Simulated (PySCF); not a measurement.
**Magnetic susceptibility: `NN`, H$_{4}$N$_{2}$**

Molfile (atoms numbered from 1):
```
H4N2
     RDKit          3D

  6  5  0  0  0  0  0  0  0  0999 V2000
   -0.6891   -0.1578    0.2493 N   0  0  0  0  0  0  0  0  0  0  0  0
    0.6992    0.1639    0.2193 N   0  0  0  0  0  0  0  0  0  0  0  0
   -1.2019    0.7015    0.4245 H   0  0  0  0  0  0  0  0  0  0  0  0
   -1.0259   -0.5595   -0.6280 H   0  0  0  0  0  0  0  0  0  0  0  0
    1.2195   -0.6915    0.3924 H   0  0  0  0  0  0  0  0  0  0  0  0
    1.0014    0.5454   -0.6791 H   0  0  0  0  0  0  0  0  0  0  0  0
  1  2  1  0
  1  3  1  0
  1  4  1  0
  2  5  1  0
  2  6  1  0
M  END
```

Level of theory: PySCF 2.14.0, GIAO BHandHLYP/aug-pcSseg-1 magnetisability, rotational g tensor and spin-rotation constants, non-relativistic, gas phase. Geometry: GFN2-xTB.

(1) How diamagnetic is it, and how anisotropic?

(2) Split it along the inertial axes a, b, c into diamagnetic and paramagnetic parts about the centre of mass, with the quadrupole moment.

(3) And the rotational g tensor?

Results:

(1) Isotropic -386 × 10⁻³⁰ J/T², or -23.3 × 10⁻⁶ cm³/mol; principal values -510, -328, -320 × 10⁻³⁰ J/T², anisotropy 187 × 10⁻³⁰ J/T² (root of half the summed squared differences of the principal values). The susceptibility is in cgs units.

(2) 
```tsv
axis	χ (10⁻⁶ cm³/mol)	diamagnetic (10⁻⁶ cm³/mol)	paramagnetic (10⁻⁶ cm³/mol)	summed x² of all electrons (Å²)	quadrupole Θ (D Å)
a	-30.7	-37.8	7.0	14.5	+0.41
b	-19.3	-80.0	60.7	4.5	+0.51
c	-19.7	-80.5	60.8	4.4	-0.92
```
Anisotropies 2χaa − χbb − χcc = -22.5 and 2χbb − χaa − χcc = +11.9 × 10⁻⁶ cm³/mol. Θ is traceless in Buckingham's convention.

(3) 
```tsv
axis	rotational constant (GHz)	g	nuclear part	electronic part
a	143.9767	+0.5059	0.9802	-0.4744
b	24.6406	-0.0467	0.6560	-0.7027
c	24.2413	-0.0313	0.6610	-0.6923
```
Asymmetric top; isotopes 1H, 14N; no vibrational averaging.
